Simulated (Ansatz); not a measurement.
in.yaml

```yaml
crystal:
  periodic: [false, false, false]
  atoms:
    - {symbol: Ge, position_ang: [0.000000, -0.027246, 0.003054]}
    - {symbol: H, position_ang: [0.000000, 1.093604, -1.130434]}
    - {symbol: H, position_ang: [0.000000, 0.869945, 0.910371]}
basis:
  gaussian: {orbitals: cc-pVDZ}
correlation: {method: fic_mrcisd_q_relaxed, electrons: outside_noble_gas, active_space: {window: {electrons: 6, orbitals: 6}, shells: [{species: Ge, l: s, shell: 4}, {species: Ge, l: p, shell: 4}, {species: H, l: s, shell: 1}]}}
```

```sh
$ ansatz run in.yaml --threads 1 --pin off --events-out ev --progress --plain --max-ram 2393MiB
```

Log:

```
720 factors; integrals over basis functions are off by at most 1.8e-7 eV
mean field evaluation 1: about -56501.4749 eV, gradient 7.2e0 eV
mean field evaluation 2: about -56501.4862 eV, gradient 7.2e0 eV
mean field evaluation 4: about -56501.7594 eV, gradient 4.0e-1 eV
mean field evaluation 8: about -56501.7609 eV, gradient 1.5e-4 eV
mean field -56501.76088041 eV, -2076.4014140860 hartree, gradient 2.6e-6 eV, S^2 0.000000; 0 other end points of the search recorded, 0 dependent functions left out; unrestricted orbitals would lower it
reference -56501.76088041 eV, -2076.4014140860 hartree; 17, 17 occupied and 20, 20 virtual orbitals, 720 factors
state -56502.98187160 eV, -2076.4462846846 hartree
contracted CI cycle   1: correlation 0.00000000 eV, 0.0000000000 hartree, residual 9.87e0 eV
contracted CI cycle   2: correlation -1.65565215 eV, -0.0608440944 hartree, residual 2.29e0 eV
contracted CI cycle   3: correlation -1.74678024 eV, -0.0641929900 hartree, residual 7.50e-1 eV
contracted CI cycle   4: correlation -1.75741860 eV, -0.0645839424 hartree, residual 3.02e-1 eV
contracted CI cycle   5: correlation -1.75934865 eV, -0.0646548703 hartree, residual 1.31e-1 eV
contracted CI cycle   6: correlation -1.75969694 eV, -0.0646676698 hartree, residual 5.72e-2 eV
contracted CI cycle   7: correlation -1.75976336 eV, -0.0646701107 hartree, residual 2.63e-2 eV
contracted CI cycle   8: correlation -1.75977754 eV, -0.0646706318 hartree, residual 1.12e-2 eV
contracted CI cycle   9: correlation -1.75978030 eV, -0.0646707331 hartree, residual 5.53e-3 eV
contracted CI cycle  10: correlation -1.75978100 eV, -0.0646707590 hartree, residual 2.54e-3 eV
contracted CI cycle  11: correlation -1.75978115 eV, -0.0646707645 hartree, residual 1.25e-3 eV
contracted CI cycle  12: correlation -1.75978118 eV, -0.0646707657 hartree, residual 5.30e-4 eV
state -56502.98187160 eV, -2076.4462846846 hartree; corrected -56504.80866031 eV, -2076.5134179317 hartree
Total energy: -56504.80866031 eV, -2076.5134179317 hartree
Checks for a lower state left out: starts, orbital_swaps
```

Natural occupations: 1.9888 1.9736 1.9244 0.0695 0.0293 0.0142.

For the same geometry and basis full CI lies 30.2 meV higher.

Ran on 1 thread of Intel Xeon Platinum 8488C, shared host: 2.5 s wall, 0.16 GiB peak host memory.
